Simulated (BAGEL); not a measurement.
# PBE0/cc-pVDZ (density fitting with qzvpp-jkfit) run of C4H4N− (SMILES [H]/N=C/CC#[C-])

Aim: the energy change on altering one bond length of C4H4N− at PBE0/cc-pVDZ (density fitting with qzvpp-jkfit), from 2 runs. 

Program for the calculation: BAGEL 1.2.2.

4 further runs of the same task are left out: 2 that didn't finish, 2 set aside as unsound or not needed.

### Step 1. The structure to begin with

The species is C4H4N− (9 atoms), meant as a singlet with charge -1. As SMILES, `[H]/N=C/CC#[C-]`. Geometry: relaxed at GFN2-xTB. This is one conformer, not always the lowest.

Bond lengths: C1–C2 1.224 Å, C2–C3 1.506 Å, C3–C4 1.461 Å, C4–N5 1.283 Å, C3–H6 1.097 Å, C3–H7 1.102 Å, C4–H8 1.107 Å, N5–H9 1.023 Å. Some angles: C1–C2–C3 173.2°, C2–C3–C4 99.9°, C3–C4–N5 123.0°, C2–C3–H6 111.8°, C2–C3–H7 110.1°, C4–C3–H6 112.0°, C4–C3–H7 112.8°, C3–C4–H8 114.1°, N5–C4–H8 122.6°, C4–N5–H9 113.3°.

### Step 2. A single-point energy at PBE0/cc-pVDZ (density fitting with qzvpp-jkfit)

Input file job.json:

```json
{ "bagel": [

{
  "title": "molecule",
  "basis": "cc-pvdz.json",
  "df_basis": "qzvpp-jkfit",
  "angstrom": "true",
  "geometry": [
    { "atom": "C", "xyz": [   -1.252450,    2.100410,    1.112140 ] },
    { "atom": "C", "xyz": [   -0.525510,    1.144620,    0.873760 ] },
    { "atom": "C", "xyz": [    0.430190,   -0.012380,    0.746630 ] },
    { "atom": "C", "xyz": [   -0.039260,   -0.587920,   -0.511680 ] },
    { "atom": "N", "xyz": [    0.590680,   -0.448980,   -1.621030 ] },
    { "atom": "H", "xyz": [    1.471930,    0.324080,    0.681130 ] },
    { "atom": "H", "xyz": [    0.309690,   -0.698300,    1.600290 ] },
    { "atom": "H", "xyz": [   -1.038730,   -1.059090,   -0.447870 ] },
    { "atom": "H", "xyz": [    0.053450,   -0.762440,   -2.433370 ] }
  ]
},
{
  "title": "ks",
  "xc_func": "pbe0",
  "charge": -1
},
{
  "title": "print",
  "file": "orbitals.molden",
  "orbitals": "true"
}

]}
```

The basis set cc-pVDZ is read from a file made from the Basis Set Exchange's data (not shown).

Command:

```bash
BAGEL_NUM_THREADS=1 BAGEL job.json > job.out
```

What it wrote:

```text
* using 1 threads per process

  ===============================================================
  ===============================================================

  *** Geometry ***

  { "atom" : "C", "xyz" : [     -2.366787,      3.969200,      2.101640 ] },
  { "atom" : "C", "xyz" : [     -0.993070,      2.163018,      1.651167 ] },
  { "atom" : "C", "xyz" : [      0.812941,     -0.023395,      1.410926 ] },
  { "atom" : "C", "xyz" : [     -0.074191,     -1.111008,     -0.966935 ] },
  { "atom" : "N", "xyz" : [      1.116223,     -0.848449,     -3.063303 ] },
  { "atom" : "H", "xyz" : [      2.781545,      0.612422,      1.287149 ] },
  { "atom" : "H", "xyz" : [      0.585229,     -1.319596,      3.024110 ] },
  { "atom" : "H", "xyz" : [     -1.962915,     -2.001390,     -0.846352 ] },
  { "atom" : "H", "xyz" : [      0.101006,     -1.440803,     -4.598403 ] },

  Number of auxiliary basis functions:      449

  Since a DF basis is specified, we compute 2- and 3-index integrals:
    o Being stored without compression. Storage requirement is 0.029 GB

  Number of basis functions:       90
  Number of electrons      :       35

    * METHOD: MOLECULE                             0.56

  *** Kohn-Sham DFT ***

    * Removing 17220 points whose weight is below 1.00e-10
    * Grid points: 116934

  === Nuclear Repulsion ===
   134.5092863320

       - DIIS with orbital gradients will be used.

  === KS iteration (pbe0 / cc-pvdz.json) ===
      0       -175.63113192          0.11402795           0.80
      1       -135.58459135          0.21583401           0.68
      2       -163.42586986          0.14031946           0.71
      3       -178.46112144          0.15734267           0.81
      4       -203.22189143          0.10317224           0.74
      5       -197.10316942          0.11820243           0.84
      6       -202.02247338          0.09462296           0.77
      7       -203.76129543          0.08923500           0.83
      8       -181.95064924          0.12974796           0.69
      9       -207.85539428          0.04673648           0.79
     10       -208.15968945          0.04294876           0.83
     11       -209.07333115          0.01558649           0.80
     12       -209.12858401          0.01140294           0.79
     13       -209.20746286          0.00333240           0.73
     14       -209.21323956          0.00098474           0.80
     15       -209.21383688          0.00026770           0.73
     16       -209.21387103          0.00009426           0.78
     17       -209.21387327          0.00007186           0.89
     18       -209.21387579          0.00001070           0.71
     19       -209.21387585          0.00000535           0.70
     20       -209.21387587          0.00000115           0.76
     21       -209.21387587          0.00000061           0.82
     22       -209.21387587          0.00000070           0.67
     23       -209.21387587          0.00000020           0.70
     24       -209.21387587          0.00000006           0.81
     25       -209.21387587          0.00000005           0.69
     26       -209.21387587          0.00000001           0.69
     27       -209.21387587          0.00000000           0.79
    * SCF iteration converged.

    * Permanent dipole moment:
           (   -1.164975,     2.873933,     1.117871) a.u.

    * METHOD: KS                                  23.27

    * METHOD: PRINT                                0.02

  ===============================================================
```

Wall time 25 s (1 thread of Intel Xeon at 2.50GHz (Skylake/Cascade Lake), shared host); peak memory 0.47 GiB.

### Step 3. The distorted shape, same level

Input file input.json:

```json
{ "bagel": [

{
  "title": "molecule",
  "basis": "cc-pvdz.json",
  "df_basis": "qzvpp-jkfit",
  "angstrom": true,
  "geometry": [
    { "atom": "C", "xyz": [      -1.192205,       2.443339,       0.685348 ] },
    { "atom": "C", "xyz": [      -0.465265,       1.487549,       0.446968 ] },
    { "atom": "C", "xyz": [       0.490435,       0.330549,       0.319838 ] },
    { "atom": "C", "xyz": [       0.020985,      -0.244991,      -0.938472 ] },
    { "atom": "N", "xyz": [       0.650925,      -0.106051,      -2.047822 ] },
    { "atom": "H", "xyz": [       1.532175,       0.667009,       0.254338 ] },
    { "atom": "H", "xyz": [       0.309690,      -0.698300,       1.600290 ] },
    { "atom": "H", "xyz": [      -0.978485,      -0.716161,      -0.874662 ] },
    { "atom": "H", "xyz": [       0.113695,      -0.419511,      -2.860162 ] }
  ]
},

{
  "title": "ks",
  "xc_func": "pbe0",
  "charge": -1
},

{
  "title": "print",
  "file": "orbitals.molden",
  "orbitals": true
}

]}
```

The basis set cc-pVDZ is read from a file made from the Basis Set Exchange's data (not shown).

Command:

```bash
BAGEL_NUM_THREADS=1 BAGEL input.json > input.out
```

What it wrote:

```text
* using 1 threads per process

  ===============================================================
  ===============================================================

  *** Geometry ***

  { "atom" : "C", "xyz" : [     -2.252941,      4.617242,      1.295120 ] },
  { "atom" : "C", "xyz" : [     -0.879223,      2.811060,      0.844647 ] },
  { "atom" : "C", "xyz" : [      0.926788,      0.624647,      0.604406 ] },
  { "atom" : "C", "xyz" : [      0.039656,     -0.462966,     -1.773455 ] },
  { "atom" : "N", "xyz" : [      1.230070,     -0.200407,     -3.869823 ] },
  { "atom" : "H", "xyz" : [      2.895391,      1.260464,      0.480629 ] },
  { "atom" : "H", "xyz" : [      0.585229,     -1.319596,      3.024110 ] },
  { "atom" : "H", "xyz" : [     -1.849069,     -1.353348,     -1.652872 ] },
  { "atom" : "H", "xyz" : [      0.214852,     -0.792761,     -5.404923 ] },

  Number of auxiliary basis functions:      449

  Since a DF basis is specified, we compute 2- and 3-index integrals:
    o Being stored without compression. Storage requirement is 0.029 GB

  Number of basis functions:       90
  Number of electrons      :       35

    * METHOD: MOLECULE                             0.58

  *** Kohn-Sham DFT ***

    * Removing 16609 points whose weight is below 1.00e-10
    * Grid points: 117545

  === Nuclear Repulsion ===
   132.7005924258

       - DIIS with orbital gradients will be used.

  === KS iteration (pbe0 / cc-pvdz.json) ===
      0       -176.51805590          0.11110242           0.71
      1       -147.02084888          0.17444367           0.70
      2       -162.95282287          0.14337894           0.77
      3       -190.68833352          0.14527885           0.80
      4       -204.33725855          0.08684616           0.82
      5       -205.95919395          0.06221588           0.85
      6       -208.80375635          0.02602947           0.91
      7       -208.99781404          0.01560605           0.83
      8       -209.04353816          0.01364268           0.85
      9       -209.13778589          0.00421259           0.81
     10       -209.14827358          0.00087205           0.80
     11       -209.14858924          0.00053339           0.84
     12       -209.14876454          0.00006290           0.87
     13       -209.14876633          0.00003465           0.81
     14       -209.14876726          0.00001393           0.84
     15       -209.14876732          0.00000932           0.80
     16       -209.14876737          0.00000216           0.84
     17       -209.14876737          0.00000074           0.86
     18       -209.14876737          0.00000031           0.93
     19       -209.14876737          0.00000013           0.83
     20       -209.14876737          0.00000006           0.77
     21       -209.14876737          0.00000003           0.81
     22       -209.14876737          0.00000003           0.81
     23       -209.14876737          0.00000001           0.78
    * SCF iteration converged.

    * Permanent dipole moment:
           (   -0.996402,     2.395508,     1.460179) a.u.

    * METHOD: KS                                  21.59

    * METHOD: PRINT                                0.02

  ===============================================================
```

Wall time 23 s (1 thread of Intel Xeon at 2.50GHz (Skylake/Cascade Lake), shared host); peak memory 0.47 GiB.

### Step 4. Results

Level: PBE0/cc-pVDZ (density fitting with qzvpp-jkfit).

| quantity | value |
| --- | --- |
| first shape: total energy | -209.21388 Eh |
| first shape: HOMO energy | -0.36 eV |
| first shape: LUMO energy | 4.65 eV |
| first shape: HOMO–LUMO gap (to an unbound level, set by the basis) | 5.02 eV |
| distorted shape: total energy | -209.14877 Eh |
| distorted shape: HOMO energy | -0.80 eV |
| distorted shape: LUMO energy | 3.58 eV |
| distorted shape: HOMO–LUMO gap (to an unbound level, set by the basis) | 4.38 eV |
| energy change with the C3–H7 bond stretched from 1.102 to 1.653 Å | 1.772 eV |

**Reading.** With the C3–H7 bond stretched from 1.102 to 1.653 Å the energy rises by 1.77 eV (41 kcal/mol). The first shape isn't relaxed at this level, so the change isn't measured from a minimum.
